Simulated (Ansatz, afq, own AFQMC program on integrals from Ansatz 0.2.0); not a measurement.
## H2S, triplet in cc-pVTZ, levels against CCSDT(Q)

```xyz
3

H     0.0000    0.0000   -1.1560
H     0.0000    0.0000   -0.4110
S     0.0000    0.0000    1.5670
```

Basis cc-pVTZ. Only valence electrons are correlated. Integrals, coupled cluster, full CI and functionals: Ansatz 0.2.0; the random walks run on the same integrals in our own AFQMC program. The CISD trial takes its coefficients from CCSD amplitudes. Released means that phaseless walkers are propagated on without the constraint, phases kept. Uncertainties: one standard error, sampling alone.

Determinant: UHF, the one that the program's search chose, which needn't be the lowest solution. The geometry is a point of a scan.

No full CI on the walks' own integrals is used here; CCSDT(Q) serves as the reference and is uncertain by about the last step of the cluster series.

Cautions: lower spins were not checked; the released energies move by 1.5 errors or more from one time to the next, so no released level is given (meV from the phaseless value at times in 1/Eh: -4.2 ± 1.1 at 0.24, -6.0 ± 1.5 at 0.51, -7.7 ± 1.4 at 0.99, -5.2 ± 2.0 at 1.62, -11.7 ± 2.0 at 2.40), though the last usable value meets CCSDT(Q) within the noise.

```
T1 diagnostic                               : 0.0105
weight of the determinant in the CISD state : 0.914
⟨S²⟩ of the determinant                     : 2.015
size of the correlated space                : 8 electrons in 57 orbitals
```

| level | correlation energy (eV) |
| --- | --- |
| MP2 | -4.2100 |
| CCSD | -5.0262 |
| CCSD(T) | -5.1728 |

Question: Estimate where phaseless AFQMC with the Hartree–Fock trial lies against CCSD(T) on the same integrals.

Answer: 5.1 ± 1.2 kJ/mol above CCSD(T).

Reference: CCSDT(Q), correlation energy -5.200 eV.

```tsv
level	E − E(reference) (kJ/mol)	share of correlation (%)
CCSD(T)	2.6	99.48
CCSDT	0.4	99.92
ph-AFQMC/HF	7.7 ± 1.2	98.47
ph-AFQMC/CISD	0.8 ± 0.1	99.83
```

A walk keeps the symmetry of its determinant, which the program's search chose and which needn't be the lowest solution, so a lower state of the same spin and another symmetry isn't excluded.
